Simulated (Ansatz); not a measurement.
Steps of a relaxation of C₃H₃FO, SMILES `FC1=COC1` with RKS PBE0-D4/def2-TZVP.

```sh
$ ansatz run in.yaml --threads 2 --pin off --events-out ev --progress --plain --max-ram 4352MiB
```

```yaml
crystal:
  periodic: [false, false, false]
  atoms:
    - {symbol: F, position_ang: [-0.135826, -0.961076, 1.872080]}
    - {symbol: C, position_ang: [-0.000774, -0.255702, 0.754467]}
    - {symbol: C, position_ang: [0.396217, 0.985183, 0.397309]}
    - {symbol: O, position_ang: [0.200071, 0.810791, -0.983254]}
    - {symbol: C, position_ang: [-0.248874, -0.559722, -0.700929]}
    - {symbol: H, position_ang: [0.766223, 1.929531, 0.817076]}
    - {symbol: H, position_ang: [0.416181, -1.301529, -1.189969]}
    - {symbol: H, position_ang: [-1.301118, -0.704677, -1.022680]}
basis:
  gaussian: {orbitals: def2-TZVP}
hamiltonian: {xc: pbe0, dispersion: d4}
relax: {f_tol: 0.005, max_steps: 150}
```

Positions (Å) and forces (eV/Å) along the path, 5 of 5 steps:

```xyz
8
step=1 energy=-7915.9460 eV
F    -0.136   -0.961    1.872    0.065    0.333   -0.505
C    -0.001   -0.256    0.754    0.281    0.926   -0.439
C     0.396    0.985    0.397   -0.199   -0.646    0.270
O     0.200    0.811   -0.983   -0.080   -0.399    0.597
C    -0.249   -0.560   -0.701   -0.083   -0.189   -0.180
H     0.766    1.930    0.817   -0.220   -0.567   -0.225
H     0.416   -1.302   -1.190   -0.320    0.422    0.283
H    -1.301   -0.705   -1.023    0.555    0.119    0.200
8
step=2 energy=-7915.9888 eV
F    -0.133   -0.948    1.858    0.022    0.110   -0.154
C     0.001   -0.248    0.746    0.055    0.194   -0.139
C     0.394    0.977    0.397   -0.064   -0.191    0.032
O     0.199    0.804   -0.977   -0.028   -0.126    0.166
C    -0.249   -0.560   -0.700    0.004    0.008   -0.010
H     0.758    1.908    0.816   -0.058   -0.153   -0.053
H     0.412   -1.291   -1.180   -0.092    0.123    0.091
H    -1.290   -0.700   -1.014    0.162    0.035    0.067
8
step=3 energy=-7915.9926 eV
F    -0.132   -0.944    1.851    0.002    0.005    0.000
C     0.001   -0.246    0.741   -0.008   -0.026    0.002
C     0.392    0.974    0.396    0.003    0.018   -0.019
O     0.198    0.802   -0.976   -0.006   -0.022    0.009
C    -0.248   -0.559   -0.699    0.010    0.028    0.006
H     0.755    1.899    0.815    0.003    0.006    0.010
H     0.411   -1.287   -1.174    0.006   -0.007   -0.005
H    -1.285   -0.697   -1.009   -0.010   -0.001   -0.003
8
step=4 energy=-7915.9927 eV
F    -0.132   -0.943    1.851    0.001    0.003    0.001
C     0.002   -0.247    0.741   -0.003   -0.007    0.001
C     0.392    0.974    0.396    0.002    0.006   -0.007
O     0.198    0.802   -0.976   -0.004   -0.009    0.003
C    -0.248   -0.559   -0.699    0.006    0.011   -0.001
H     0.755    1.899    0.815    0.000   -0.001    0.004
H     0.411   -1.287   -1.175    0.000   -0.002   -0.001
H    -1.285   -0.697   -1.009   -0.001   -0.001    0.000
8
step=5 energy=-7915.9927 eV
F    -0.132   -0.943    1.851    0.001    0.001    0.001
C     0.001   -0.247    0.741    0.002    0.001    0.000
C     0.392    0.974    0.396   -0.002    0.000    0.000
O     0.198    0.802   -0.976    0.002   -0.001    0.000
C    -0.248   -0.559   -0.699   -0.002    0.001   -0.002
H     0.755    1.899    0.815   -0.001   -0.002    0.001
H     0.411   -1.287   -1.175   -0.001    0.001    0.001
H    -1.285   -0.697   -1.009    0.001   -0.001    0.000
```

Run time 16 s (2 threads of an Arm Neoverse V2 on a shared host); peak host memory 0.34 GiB.
